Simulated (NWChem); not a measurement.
System: diphosphorus (P$_{2}$); SMILES P#P

Input file for NWChem:

```
start job
memory heap 200 mb stack 900 mb global 1100 mb
geometry units angstroms noautosym nocenter noautoz
  P      0.000000     0.000000     0.945544
  P      0.000000     0.000000    -0.945544
end
basis spherical
  * library def2-svp
end
dft
  xc xpbe96 cpbe96
  iterations 150
end
property
  response 1 0.0
end
task dft property
```

Output (shortened):

```
             Northwest Computational Chemistry Package (NWChem) 7.3.0
             --------------------------------------------------------

                             Geometry "geometry" -> ""
                             -------------------------

 Output coordinates in angstroms (scale by  1.889725989 to convert to a.u.)

  No.       Tag          Charge          X              Y              Z
 ---- ---------------- ---------- -------------- -------------- --------------
    1 P                   15.0000     0.00000000     0.00000000     0.94554400
    2 P                   15.0000     0.00000000     0.00000000    -0.94554400

 Effective nuclear repulsion energy (a.u.)      62.9610473045

  pbe96 is a nonlocal functional; adding pw91lda local functional.
                              NWChem Property Module
                              ----------------------

                                 NWChem DFT Module
                                 -----------------

 Summary of "ao basis" -> "ao basis" (spherical)
 ------------------------------------------------------------------------------
       Tag                 Description            Shells   Functions and Types
 ---------------- ------------------------------  ------  ---------------------
 P                          def2-svp                 8       18   4s3p1d

            General Information
            -------------------
          SCF calculation type: DFT
          Wavefunction type:  closed shell.
          No. of atoms     :     2
          No. of electrons :    30
           Alpha electrons :    15
            Beta electrons :    15
          Charge           :     0
          Spin multiplicity:     1
          Use of symmetry is: off; symmetry adaption is: off
          Maximum number of iterations: 150
          AO basis - number of functions:    36
                     number of shells:    16
          Convergence on energy requested:  1.00D-06
          Convergence on density requested:  1.00D-05
          Convergence on gradient requested:  5.00D-04

              XC Information
              --------------
          PerdewBurkeErnzerhof Exchange Functional  1.000
            Perdew 1991 LDA Correlation Functional  1.000 local
           PerdewBurkeErnz. Correlation Functional  1.000 non-local

             Grid Information
             ----------------
          Grid used for XC integration:  medium
          Radial quadrature: Mura-Knowles
          Angular quadrature: Lebedev.
          Tag              B.-S. Rad. Rad. Pts. Rad. Cut. Ang. Pts.
          ---              ---------- --------- --------- ---------
          P                   1.00       88           8.0       590
          Grid pruning is: on
          Number of quadrature shells:   176
          Spatial weights used:  Erf1

      Superposition of Atomic Density Guess
      -------------------------------------

 Sum of atomic energies:        -681.07532066

      Non-variational initial energy
      ------------------------------

 Total energy =    -681.319661
 1-e energy   =   -1068.112924
 2-e energy   =     323.832216
 HOMO         =      -0.285406
 LUMO         =      -0.053300

   convergence    iter        energy       DeltaE   RMS-Dens  Diis-err
 ---------------- ----- ----------------- --------- --------- ---------
 d= 0,ls=0.0,diis     1   -682.1524925777 -7.45D+02  1.08D-02  1.58D-01
 d= 0,ls=0.0,diis     2   -682.1635071691 -1.10D-02  6.11D-03  8.35D-03
 d= 0,ls=0.0,diis     3   -682.1645750450 -1.07D-03  1.95D-03  3.82D-03
 d= 0,ls=0.0,diis     4   -682.1652569705 -6.82D-04  2.82D-04  3.95D-05
 d= 0,ls=0.0,diis     5   -682.1652647157 -7.75D-06  1.42D-05  1.96D-07
 d= 0,ls=0.0,diis     6   -682.1652647455 -2.99D-08  1.24D-06  1.57D-10

         Total DFT energy =     -682.165264745532
      One electron energy =    -1068.891139074303
           Coulomb energy =      369.861264473134
    Exchange-Corr. energy =      -46.096437448842
 Nuclear repulsion energy =       62.961047304479

 Numeric. integr. density =       30.000000161847

                       DFT Final Molecular Orbital Analysis
                       ------------------------------------

 Vector   13  Occ=2.000000D+00  E=-2.607155D-01
              MO Center=  6.2D-08,  6.2D-08, -1.5D-05, r^2= 3.1D+00
   Bfn.  Coefficient  Atom+Function         Bfn.  Coefficient  Atom+Function
  ----- ------------  ---------------      ----- ------------  ---------------
    10      0.352952  1 P  pz                28     -0.352950  2 P  pz
    13      0.341683  1 P  pz                31     -0.341678  2 P  pz
     4      0.248773  1 P  s                 22      0.248785  2 P  s
     7     -0.194342  1 P  pz                25      0.194342  2 P  pz
     3      0.126335  1 P  s                 21      0.126346  2 P  s

[...]

 DFT Linear Response polarizability / au
 Frequency  =       0.0000000 / au
              X              Y              Z
 -----------------------------------------------
 X      22.3968033     -0.0000000     -0.0000001
 Y      -0.0000000     22.3968033     -0.0000001
 Z      -0.0000001     -0.0000001     58.9823997
 -----------------------------------------------
 Eigenvalues =      22.3968033     22.3968033     58.9823997
 Isotropic   =      34.5920021
 Anisotropic =      36.5855964
 -----------------------------------------------

 Magnetic Dipole Response Matrix (nonzero elements):

 Exiting AOResponse driver routine
```

Level: PBE/def2-SVP. Geometry: optimised at PBE0/def2-SVP.
